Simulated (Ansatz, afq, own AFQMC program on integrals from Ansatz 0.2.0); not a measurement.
## Where AFQMC and coupled cluster stand for AlN, triplet

```
atom   x (Å)   y (Å)   z (Å)
  Al  0.0000  0.0000  0.0000
   N  0.0000  0.0000  2.5270
```

Basis 6-31G. Only valence electrons are correlated. Integrals, coupled cluster, full CI and functionals: Ansatz 0.2.0; the random walks run on the same integrals in our own AFQMC program. The CISD trial takes its coefficients from CCSD amplitudes. Released means that phaseless walkers are propagated on without the constraint, phases kept. Error bars are statistical, one sigma.

Determinant: UHF, the one that the program's search chose, which needn't be the lowest solution. The geometry is a point of a scan.

Full CI on the same integrals is exact in this basis and with this determinant's frozen core.

Cautions: lower spins were not checked; strong correlation (T1 0.076, weight of the determinant 0.80, largest double 0.10); unrestricted determinant spin contaminated (⟨S²⟩ 2.50 against 2.00); the released energies are still falling, so no released level is given (meV from the phaseless value at times in 1/Eh: -3 ± 3 at 0.24, -8.5 ± 2.1 at 0.51, -11.8 ± 2.3 at 0.99, -13.8 ± 1.9 at 1.62, -16.7 ± 2.0 at 2.40), though the last usable value meets full CI within the noise; the ph-AFQMC/CISD walk drifts between its halves (2.1 errors).

```
T1 diagnostic                               : 0.0761
weight of the determinant in the CISD state : 0.802
⟨S²⟩ of the determinant                     : 2.499
size of the correlated space                : 8 electrons in 16 orbitals
```

Reference: full CI, correlation energy -2.776 eV. The cautions show a poor starting determinant, so the rows tell how each method copes with it here, and full CI is the sure value.

```tsv
level	E − E(reference) (kJ/mol)	share of correlation (%)
HF	267.9	0.00
MP2	101.0	62.32
CCSD	8.3	96.92
CCSD(T)	3.3	98.78
CCSDT	0.7	99.72
CCSDT(Q)	0.0	100.00
CCSDTQ	0.0	99.99
ph-AFQMC/HF	6.4 ± 1.9	97.61
ph-AFQMC/CISD	1.8 ± 0.3	99.31
```

CCSDT and higher add their correlation energy to the determinant of the CCSD(T) run, since their own runs factorise the integrals more tightly (a shift of under 2 meV). A walk keeps the symmetry of its determinant, which the program's search chose and which needn't be the lowest solution, so a lower state of the same spin and another symmetry isn't excluded.
